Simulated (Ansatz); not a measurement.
Cost and result up the ladder for SiH₄ (5 atoms). Total charge 0; singlet. Geometry: PBE0-D4/def2-TZVP.

```xyz
5

Si    0.0000    0.0000    0.0000
H    -0.4795   -1.1785   -0.7651
H    -0.9630    1.1187   -0.1592
H     1.3300    0.4152   -0.5127
H     0.1125   -0.3553    1.4371
```

Ansatz on 4 threads of Arm Neoverse V1 on a shared host. Times are rough, and most runs start from the orbitals of an earlier one. ωB97M-V/def2-TZVP serves as the yardstick here, not as an exact answer. Differences are given only for rows in sets of like size (and for xTB, whose basis is part of the method), since another set adds its own error. Binding counts from free atoms at the same level (Si triplet, H doublet; other spins of the atoms weren't run), without zero-point energy or a counterpoise term.

B3LYP takes the VWN-RPA correlation. Correlated methods freeze 5 core orbitals.

Correlated methods converge slowly with the basis.

```csv
level,functions,wall time,binding energy per atom (eV),difference from ωB97M-V/def2-TZVP (eV)
HF/6-31G,21,0.1 s,1.92,–
B3LYP-D4/6-31G,21,0.15 s,2.63,–
MP2/def2-TZVP,61,0.15 s,2.63,-0.18
LDA (SPW92)/def2-TZVP,61,0.2 s,3.01,0.20
PBE-D4/def2-SVP,38,0.2 s,2.72,–
PBE0-D4/def2-SVP,38,0.2 s,2.73,–
BLYP-D4/def2-TZVP,61,0.25 s,2.78,-0.03
BHLYP-D4/def2-TZVP,61,0.25 s,2.81,0.00
PBE-D4/def2-TZVPD,79,0.3 s,2.73,-0.08
CCSD(T)/def2-TZVPD,79,0.45 s,2.72,-0.09
r2SCAN0-D4/def2-TZVP,61,0.6 s,2.79,-0.02
r2SCAN-D4/def2-TZVPD,79,0.7 s,2.79,-0.02
CCSD(T)/def2-TZVPP,98,0.7 s,2.77,-0.04
ωB97M-V/def2-TZVP,61,0.75 s,2.81,0.00
```
